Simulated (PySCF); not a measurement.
**S2H2: relaxation and vibrations of the singlet**

Where does singlet S2H2 go from a T-shaped (ligand arrangement 1) start, is the end point a minimum, and what are its modes, charges and moments?

Method: PBE0, basis S def2-TZVP, H def2-TZVP, no relativity, density fitting; program: PySCF 2.14.0.

## Step 1: The system as given

4 atoms, charge 0, spin multiplicity 1.

Bond lengths: S1–S2 1.880 Å, S1–H3 1.350 Å, S1–H4 1.350 Å. Angles: S2–S1–H3 88.0°, S2–S1–H4 176.0°, H3–S1–H4 88.0°.

Z-matrix (Å, degrees; charge 0 multiplicity 1):
```
S
S  1 1.8800
H  1 1.3500 2 88.00
H  1 1.3500 3 88.00 2 180.00
```

## Step 2: The SCF at the typed geometry

The steps below are one call of a driver around PySCF. For each, scf.py gives the equivalent set-up of the SCF; relaxations use the driver's own optimiser. After this first run the driver tries any further starts and a stability analysis.

Contents of scf.py:

```python
from pyscf import gto, scf, dft
mol = gto.M(atom='''
S      0.000000     0.000000     0.000000
S     -1.878900     0.000000     0.065600
H      0.000000     0.000000     1.350000
H      1.349200     0.000000     0.047100''',
    basis={'S': 'def2-TZVP', 'H': 'def2-TZVP'},
    charge=0, spin=0)
mf = dft.RKS(mol, xc='PBE0')
mf.grids.atom_grid = (50, 194)
aux = {'S': 'def2-universal-JKFIT', 'H': 'def2-universal-JKFIT'}
mf = mf.density_fit(auxbasis=aux)
mf.conv_tol = 1e-08
mf.diis_space = 10
mf.max_cycle = 60
mf.init_guess = 'minao'
mf.verbose = 4
mf.kernel()
```

Command:

```console
$ OMP_NUM_THREADS=2 python axn.py task.json out
```

Standard output:

```text
init E= -797.604290638638
  HOMO = -0.227308917229955  LUMO = -0.176342863855332  gap/eV = 1.38686
cycle= 1 E= -797.120360486468  delta_E= 0.484  |g|= 0.349  |ddm|= 1.75
  HOMO = -0.147808428435155  LUMO = -0.14523619183331  gap/eV = 0.06999
cycle= 2 E= -796.978616423831  delta_E= 0.142  |g|= 0.718  |ddm|= 1.59
  HOMO = -0.20195888605107  LUMO = -0.14381827193241  gap/eV = 1.58209
cycle= 3 E= -797.170755042122  delta_E= -0.192  |g|= 0.0531  |ddm|= 1.15
  HOMO = -0.214137732020159  LUMO = -0.148692561708604  gap/eV = 1.78085
cycle= 4 E= -797.171087473192  delta_E= -0.000332  |g|= 0.0415  |ddm|= 0.0907
  HOMO = -0.210112873360867  LUMO = -0.143643622882486  gap/eV = 1.80872
cycle= 5 E= -797.171540211453  delta_E= -0.000453  |g|= 0.00573  |ddm|= 0.0375
  HOMO = -0.210014076078402  LUMO = -0.143397089648662  gap/eV = 1.81274
cycle= 6 E= -797.171547760031  delta_E= -7.55e-06  |g|= 0.00168  |ddm|= 0.00621
  HOMO = -0.210065709989355  LUMO = -0.143391151360326  gap/eV = 1.81431
cycle= 7 E= -797.171548473903  delta_E= -7.14e-07  |g|= 0.000338  |ddm|= 0.00152
  HOMO = -0.210099848972618  LUMO = -0.143416958074834  gap/eV = 1.81453
cycle= 8 E= -797.171548505245  delta_E= -3.13e-08  |g|= 0.000155  |ddm|= 0.000441
  HOMO = -0.210098387641118  LUMO = -0.143415808759617  gap/eV = 1.81453
cycle= 9 E= -797.171548512475  delta_E= -7.23e-09  |g|= 2.77e-05  |ddm|= 0.000125
  HOMO = -0.21010441715195  LUMO = -0.143416142855447  gap/eV = 1.81468
Extra cycle  E= -797.171548512676  delta_E= -2.01e-10  |g|= 3.11e-05  |ddm|= 7.92e-05
converged SCF energy = -797.171548512676
```

This step, with its further starts and checks, needed 2.9 s of wall time on 2 threads of Arm Neoverse N1, shared host.

The test of internal stability found no lower closed-shell solution.

## Step 3: Relaxation: T-shaped (ligand arrangement 1) start, singlet

The program finds Cs symmetry in the start, which this walk keeps. The walk stops when the largest gradient is under 0.0003 Eh/bohr and the energy has settled too.

Changes to scf.py since step 2:

```diff
@@ -3,4 +3,4 @@
-S      0.000000     0.000000     0.000000
-S     -1.878900     0.000000     0.065600
-H      0.000000     0.000000     1.350000
-H      1.349200     0.000000     0.047100''',
+S      0.890127     0.000000    -0.053144
+S     -0.988773     0.000000     0.012456
+H      0.890127     0.000000     1.296856
+H      2.239327     0.000000    -0.006044''',
@@ -16 +15,0 @@
-mf.init_guess = 'minao'
```

Steps of the walk:

| step | energy (Eh) | change (kJ/mol) | largest symmetric gradient (Eh/bohr) |
| --- | --- | --- | --- |
| 0 | -797.171549 | 0.00 | 0.10881 |
| 1 | -797.217271 | -120.05 | 0.03333 |
| 2 | -797.232280 | -159.45 | 0.02475 |
| 3 | -797.240760 | -181.72 | 0.02872 |
| 4 | -797.246585 | -197.01 | 0.02332 |
| 5 | -797.249113 | -203.64 | 0.00842 |
| 6 | -797.249432 | -204.48 | 0.00089 |
| 7 | -797.249446 | -204.52 | 0.00040 |
| 8 | -797.249447 | -204.52 | 0.00007 |

The walk took 10 s.

Positions (Å) and forces (eV/Å) along the way:

```
step 0
S    0.890   0.000  -0.053   3.970   0.000   4.425
S   -0.989   0.000   0.012  -5.596   0.000  -2.216
H    0.890   0.000   1.297   1.363   0.000  -0.218
H    2.239   0.000  -0.006   0.263   0.000  -1.991
step 1
S    0.920   0.000   0.073   0.030   0.000   1.714
S   -1.123   0.000  -0.102  -0.198   0.000  -1.233
H    0.959   0.000   1.380   0.620   0.000   0.715
H    2.275   0.000  -0.101  -0.452   0.000  -1.195
step 4
S    0.859   0.000   0.315  -0.656   0.000   0.173
S   -1.070   0.000  -0.392   1.199   0.000   0.278
H    1.176   0.000   1.631  -0.089   0.000  -0.446
H    2.066   0.000  -0.303  -0.454   0.000  -0.006
step 8
S    0.838   0.000   0.346   0.002   0.000  -0.002
S   -0.986   0.000  -0.404   0.000   0.000   0.001
H    1.185   0.000   1.638  -0.001   0.000   0.003
H    1.994   0.000  -0.329  -0.002   0.000  -0.002
```

After 8 steps and 204.5 kJ/mol it ends at C2v: S–H 1.338 Å (×2), S–S 1.972 Å; H–S–H 105.2°, H–S–S 127.4° (×2).

## Step 4: Hessian and properties

On the finer grid the gradient is checked again; gradients at displacements of ±0.02 bohr then give force constants and infrared intensities.

Changes to scf.py since step 3:

```diff
@@ -3,4 +3,4 @@
-S      0.890127     0.000000    -0.053144
-S     -0.988773     0.000000     0.012456
-H      0.890127     0.000000     1.296856
-H      2.239327     0.000000    -0.006044''',
+S      0.860914     0.000000     0.353935
+S     -0.962567     0.000000    -0.395725
+H      1.208055     0.000000     1.646426
+H      2.016754     0.000000    -0.320660''',
@@ -10 +10 @@
-mf.grids.atom_grid = (50, 194)
+mf.grids.atom_grid = (75, 302)
@@ -13 +13 @@
-mf.conv_tol = 1e-08
+mf.conv_tol = 1e-10
```

The driver hands on the density of the step before, so the log starts near convergence.

SCF at the final geometry:

```text
init E= -797.249453733203
  HOMO = -0.213069320463021  LUMO = -0.0674530707742882  gap/eV = 3.96242
cycle= 1 E= -797.2494537332  delta_E= 2.73e-12  |g|= 4.05e-06  |ddm|= 7.55e-06
  HOMO = -0.213068116609815  LUMO = -0.0674526289105799  gap/eV = 3.96240
Extra cycle  E= -797.249453733197  delta_E= 3.87e-12  |g|= 5.11e-06  |ddm|= 9.46e-06
converged SCF energy = -797.249453733197
```

The whole step took 26 s.

Geometry: C2v; S–H 1.338 Å (×2), S–S 1.972 Å; H–S–H 105.2°, H–S–S 127.4° (×2).

Harmonic modes (main isotopes):

| symmetry | ω (cm⁻¹) | IR (km/mol) | μ (u) |
| --- | --- | --- | --- |
| b1 | 981i | 91.8 | 1.14 |
| a1 | 560 | 7.5 | 15.28 |
| b2 | 627 | 9.6 | 1.13 |
| a1 | 1250 | 98.0 | 1.05 |
| a1 | 2695 | 2.1 | 1.03 |
| b2 | 2708 | 5.7 | 1.05 |

With 1 mode imaginary (up to 981i cm⁻¹) this point is a saddle.

Properties at this point:

* Dipole moment: 4.02 D
* Highest occupied level: -5.80 eV
* Lowest empty level: -1.84 eV
* Rotational constants: 7.396, 0.2462, 0.2383 cm⁻¹
* Zero-point energy (real modes): 46.9 kJ/mol
* Principal polarisabilities: 24.3, 29.6, 56.1 bohr³
* Atomisation energy without zero-point energy: 787 kJ/mol
* Principal traceless quadrupole moments about the centre of mass: -6.56, 0.96, 5.60 D Å

Charges (e) and bond orders:

| atom | Mulliken | Löwdin | polar tensor | Mayer order to S1 |
| --- | --- | --- | --- | --- |
| S1 | -0.06 | 0.22 | 0.21 | – |
| S2 | -0.35 | -0.32 | -0.31 | 1.39 |
| H3,4 | 0.20 | 0.05 | 0.05 | 0.83 |

Mulliken populations on S1: s 5.62, p 10.14, d 0.29, f 0.01.

## Step 5: Following the imaginary mode

The start is the last point, displaced along its most imaginary mode.

The program finds Cs symmetry in the start, which this walk keeps. The walk stops when the largest gradient is under 0.0003 Eh/bohr and the energy has settled too.

Changes to scf.py since step 4:

```diff
@@ -3,4 +3,4 @@
-S      0.860914     0.000000     0.353935
-S     -0.962567     0.000000    -0.395725
-H      1.208055     0.000000     1.646426
-H      2.016754     0.000000    -0.320660''',
+S      0.860914    -0.010683     0.353935
+S     -0.962567     0.003118    -0.395725
+H      1.208055     0.120000     1.646426
+H      2.016754     0.120000    -0.320660''',
@@ -10 +10 @@
-mf.grids.atom_grid = (75, 302)
+mf.grids.atom_grid = (50, 194)
@@ -13 +13 @@
-mf.conv_tol = 1e-10
+mf.conv_tol = 1e-08
```

Energy and gradient, step by step:

| step | energy (Eh) | change (kJ/mol) | largest symmetric gradient (Eh/bohr) |
| --- | --- | --- | --- |
| 0 | -797.251512 | 0.00 | 0.02203 |
| 1 | -797.272529 | -55.18 | 0.03791 |
| 2 | -797.276888 | -66.62 | 0.05062 |
| 3 | -797.287813 | -95.31 | 0.01293 |
| 4 | -797.289429 | -99.55 | 0.01063 |
| 5 | -797.289834 | -100.61 | 0.00320 |
| 6 | -797.289854 | -100.67 | 0.00031 |
| 7 | -797.289855 | -100.67 | 0.00005 |

The walk took 9.9 s.

It settles in Cs symmetry, 100.7 kJ/mol below the start, after 7 steps: S–H 1.367 Å (×2), S–S 1.961 Å; H–S–H 89.3°, H–S–S 108.6° (×2).

## Step 6: Vibrations and properties at this point

The same treatment as at the point before.

Changes to scf.py since step 5:

```diff
@@ -3,4 +3,4 @@
-S      0.860914    -0.010683     0.353935
-S     -0.962567     0.003118    -0.395725
-H      1.208055     0.120000     1.646426
-H      2.016754     0.120000    -0.320660''',
+S      0.820939    -0.301630     0.337500
+S     -0.911980     0.276697    -0.374929
+H      1.078887     0.399562     1.482103
+H      1.809358     0.399562    -0.294703''',
@@ -10 +10 @@
-mf.grids.atom_grid = (50, 194)
+mf.grids.atom_grid = (75, 302)
@@ -13 +13 @@
-mf.conv_tol = 1e-08
+mf.conv_tol = 1e-10
```

SCF at the final geometry:

```text
init E= -797.289862243694
  HOMO = -0.232159386347547  LUMO = -0.02041585499313  gap/eV = 5.76183
cycle= 1 E= -797.28986224365  delta_E= 4.37e-11  |g|= 1.49e-05  |ddm|= 2.31e-05
  HOMO = -0.232157079136776  LUMO = -0.0204184212105848  gap/eV = 5.76170
cycle= 2 E= -797.289862243536  delta_E= 1.14e-10  |g|= 2.44e-05  |ddm|= 3.76e-05
  HOMO = -0.232158590094517  LUMO = -0.0204168450029969  gap/eV = 5.76179
cycle= 3 E= -797.289862243718  delta_E= -1.82e-10  |g|= 6.59e-07  |ddm|= 2.35e-05
  HOMO = -0.232158550712779  LUMO = -0.0204168379047798  gap/eV = 5.76179
cycle= 4 E= -797.289862243719  delta_E= -1.25e-12  |g|= 1.76e-08  |ddm|= 5.1e-07
  HOMO = -0.232158550972329  LUMO = -0.0204168387286475  gap/eV = 5.76179
Extra cycle  E= -797.289862243721  delta_E= -2.16e-12  |g|= 9.72e-09  |ddm|= 3.44e-08
converged SCF energy = -797.289862243721
```

The whole step needed 32 s of wall time on 2 threads of Arm Neoverse N1, shared host.

Geometry: Cs; S–H 1.367 Å (×2), S–S 1.961 Å; H–S–H 89.3°, H–S–S 108.6° (×2).

Modes, for the most abundant isotopes:

| symmetry | ω (cm⁻¹) | IR (km/mol) | type |
| --- | --- | --- | --- |
| a' | 592 | 42.8 | stretch |
| a'' | 838 | 4.4 | bend |
| a' | 872 | 18.6 | bend |
| a' | 1225 | 40.2 | bend |
| a'' | 2468 | 12.7 | stretch |
| a' | 2479 | 96.7 | stretch |

No imaginary mode, so this is a minimum.

Properties at this point:

| Item | Value |
| --- | --- |
| Dipole moment | 3.87 D |
| Highest occupied level | -6.32 eV |
| Lowest empty level | -0.56 eV |
| Rotational constants | 5.197, 0.2521, 0.2503 cm⁻¹ |
| Zero-point energy | 50.7 kJ/mol |
| Principal polarisabilities | 26.9, 29.1, 55.3 bohr³ |
| Atomisation energy without zero-point energy | 893 kJ/mol |
| Principal traceless quadrupole moments about the centre of mass | -3.73, 0.22, 3.51 D Å |
| Entropy at 298.15 K and 1 bar | 253.0 J/(mol K) |
| Heat capacity Cp at 298.15 K | 43.2 J/(mol K) |
| Enthalpy at 298.15 K above 0 K | 10.72 kJ/mol |
| Rotational symmetry number | 1 |

Populations by atom (charges in e):

| atom | Mulliken | Löwdin | polar tensor | Mayer order to S1 |
| --- | --- | --- | --- | --- |
| S1 | 0.06 | 0.27 | 0.56 | – |
| S2 | -0.40 | -0.35 | -0.45 | 1.51 |
| H3,4 | 0.17 | 0.04 | -0.06 | 0.87 |

Outer orbital energies (eV). occupied: -160.47, -23.70, -18.16, -13.84, -12.32, -10.45, -6.86, -6.32; empty: -0.56, -0.54, -0.01, 4.72.

Mulliken populations on S1: s 5.76, p 9.83, d 0.33, f 0.02.

## Step 7: The points found, side by side

| spin | group | bonds | imaginary modes (cm⁻¹) | ΔE (kJ/mol) | with zero-point energy |
| --- | --- | --- | --- | --- | --- |
| singlet | Cs | S–H 1.367 Å (×2), S–S 1.961 Å | none | 0.0 | 0.0 |
| singlet | C2v | S–H 1.338 Å (×2), S–S 1.972 Å | 981i | 106.1 | – |

## Step 8: Results

```
                                 quantity                                                            value
                                  minimum                                                      singlet, Cs
                                 geometry    S–H 1.367 Å (×2), S–S 1.961 Å; H–S–H 89.3°, H–S–S 108.6° (×2)
                       wavenumbers (cm⁻¹)  592 (a'), 838 (a''), 872 (a'), 1225 (a'), 2468 (a''), 2479 (a')
                            dipole moment                                                           3.87 D
     highest occupied, lowest empty level                                                  -6.32, -0.56 eV
                polar-tensor charge of S1                                                          +0.56 e
                        zero-point energy                                                      50.7 kJ/mol
                      entropy at 298.15 K                                                  253.0 J/(mol K)
atomisation energy (no zero-point energy)                                                       893 kJ/mol
```

From Cs at the start the molecule goes to a Cs minimum, after a stop at a saddle point 106.1 kJ/mol higher, from which it was pushed off along an imaginary mode. In the infrared the band at 2479 cm⁻¹ (a', stretch) leads. Only this shape and spin were tried, so other structures or states may lie lower.

The search up to here took 82 s.
